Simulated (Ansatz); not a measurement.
# SiNO+ (triplet): inputs that go wrong

3 inputs are run for SiNO+ (triplet) as typed; the log has to tell whether the result can be used and what must change.

Program: Ansatz 0.2.0, Gaussian basis. Level of theory: the settings change from run to run. These are calculated values, not measurements.

17 further runs of the same task are left out: 2 for a known fault of the program, 8 that didn't finish, 7 set aside as unsound or not needed.

**1. The system**

The geometry is a PBE0/def2-TZVP stationary point (not a proven minimum) of the parent state, kept for this charge and spin.

3 atoms, charge 1, spin multiplicity 3.

Atoms are counted from 1 here; the program's logs count them from 0.

Bond lengths: N1–Si2 1.640 Å, Si2–O3 1.509 Å. Angles: N1–Si2–O3 180.0°.

**2. Try 1**

Input file in.yaml:

```yaml
crystal:
  periodic: [false, false, false]
  atoms:
    - {symbol: N, position_ang: [0.000000, 0.000000, 1.596300]}
    - {symbol: Si, position_ang: [0.000000, 0.000000, -0.043500]}
    - {symbol: O, position_ang: [0.000000, 0.000000, -1.552800]}
basis:
  gaussian: {orbitals: "6-31G*"}
total_charge: 1
magnetization: {spin_polarized: false, initial_magnetization: 2}
correlation: {method: sc_nevpt2, electrons: valence, active_space: {window: {electrons: 4, orbitals: 4}, states: [{multiplicity: 3, weights: [1, 1]}], root: 5}}
accuracy: high
```

Launch:

```sh
ansatz run in.yaml --threads 1 --pin off --events-out ev --progress --plain --max-ram 2393MiB
```

The program printed:

```text
Error: the active space averages no state 5, counted from zero
```

Wall time 0.03 s (1 thread of AMD EPYC 9R45, shared host).

**Diagnosis.** The run was refused. The root asked for lies beyond the states averaged. Fix: average more states or name a lower root.

**3. Try 2**

Input file in.yaml:

```yaml
crystal:
  periodic: [false, false, false]
  atoms:
    - {symbol: N, position_ang: [0.000000, 0.000000, 1.596300]}
    - {symbol: Si, position_ang: [0.000000, 0.000000, -0.043500]}
    - {symbol: O, position_ang: [0.000000, 0.000000, -1.552800]}
basis:
  gaussian: {orbitals: STO-3G}
total_charge: 1
magnetization: {spin_polarized: false, initial_magnetization: 2}
hamiltonian: {xc: r2scan}
correlation: {active_space: {window: {electrons: 4, orbitals: 4}}}
```

Same command.

The program printed:

```text
Error: invalid value for `correlation.active_space`: it starts from restricted Hartree–Fock orbitals; set hamiltonian.xc: hf without magnetization.spin_polarized
```

It took 0.03 s on 1 thread of AMD EPYC 9R45, shared host.

Diagnosis: The run was refused. An active space is asked on a functional's orbitals. To mend it, start from Hartree-Fock.

**4. Try 3**

Input file in.yaml:

```yaml
crystal:
  periodic: [false, false, false]
  atoms:
    - {symbol: N, position_ang: [0.000000, 0.000000, 1.596300]}
    - {symbol: Si, position_ang: [0.000000, 0.000000, -0.043500]}
    - {symbol: O, position_ang: [0.000000, 0.000000, -1.552800]}
basis:
  gaussian: {orbitals: cc-pVDZ}
total_charge: 1
magnetization: {spin_polarized: false, initial_magnetization: 2}
correlation: {active_space: {window: {electrons: 40, orbitals: 30}}}
scf: {lower_state_search: light}
```

Same command.

The program printed:

```text
Functional definition: HF
  name "HF"
  cite "Fock, Z. Phys. 61, 126 (1930) doi:10.1007/BF01340294"
  parent pbe
  exchange = exact_x
  correlation = 0
450 factors; integrals over basis functions are off by at most 6.3e-4 eV
mean field evaluation 1: about -11358.3322 eV, gradient 6.7e1 eV
mean field evaluation 2: about -11358.4095 eV, gradient 6.7e1 eV
mean field evaluation 4: about -11364.1841 eV, gradient 3.3e1 eV
mean field evaluation 8: about -11368.3607 eV, gradient 5.9e-1 eV
mean field evaluation 16: about -11368.3841 eV, gradient 1.5e-6 eV
mean field evaluation 32: about -11366.8430 eV, gradient 1.3e0 eV
mean field evaluation 64: about -11360.9226 eV, gradient 3.0e1 eV
mean field evaluation 96: about -11360.4759 eV, gradient 1.3e0 eV
mean field evaluation 128: about -11366.6993 eV, gradient 2.5e-5 eV
mean field -11368.38412698 eV, -417.7804108989 hartree, gradient 1.5e-6 eV, S^2 2.000000; 7 other end points of the search recorded, 0 dependent functions left out
reference -11368.38412698 eV, -417.7804108989 hartree; 15, 13 occupied and 31, 33 virtual orbitals, 450 factors
Error: 40 electrons in 30 orbitals form no window around the highest filled level of the reference
```

Wall time 0.54 s (1 thread of AMD EPYC 9R45, shared host).

Diagnosis: The run stopped with an error. The active window can't be built from these electrons and orbitals. To mend it, choose counts that fit the spin, the electrons and the basis.

**5. Summary**

```
try                  level                ended                                                               cause    time
  1     NEVPT2(4,4)/6-31G*              refused                  the root asked for lies beyond the states averaged  0.03 s
  2     CASSCF(4,4)/STO-3G              refused                 an active space is asked on a functional's orbitals  0.03 s
  3  CASSCF(40,30)/cc-pVDZ  stopped by an error  the active window can't be built from these electrons and orbitals  0.54 s
```

2 refused, 1 stopped by an error.
